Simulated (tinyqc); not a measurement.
Worked calculation: UHF in the sto-3g basis, for HF, spin multiplicity 1. One step of it, computed by the program tinyqc.

Problem. Orthogonalisation. S = U s U^T; symmetric (Loewdin) form X = U s^(-1/2) U^T, so that X^T S X = 1.

overlap S, lower triangle:
```
           1F 1s     1F 2s    1F 2px    1F 2py    1F 2pz     2H 1s
1F 1s   1.000000
1F 2s   0.237990  1.000000
1F 2px  0.000000  0.000000  1.000000
1F 2py  0.000000  0.000000  0.000000  1.000000
1F 2pz  0.000000  0.000000  0.000000  0.000000  1.000000
2H 1s   0.050426  0.454260  0.000000  0.000000  0.351983  1.000000
```

Give: eigenvalues of S; X.

Solution.

eigenvalues of S: 0.4075  0.8458  1.0000  1.0000  1.1231  1.6236

X, lower triangle:
```
          1F 1s    1F 2s  1F 2px  1F 2py   1F 2pz   2H 1s
1F 1s    1.0233
1F 2s   -0.1337   1.1301
1F 2px   0.0000   0.0000  1.0000
1F 2py   0.0000   0.0000  0.0000  1.0000
1F 2pz  -0.0078   0.0819  0.0000  0.0000   1.0621
2H 1s    0.0230  -0.2970  0.0000  0.0000  -0.2261  1.1667
```
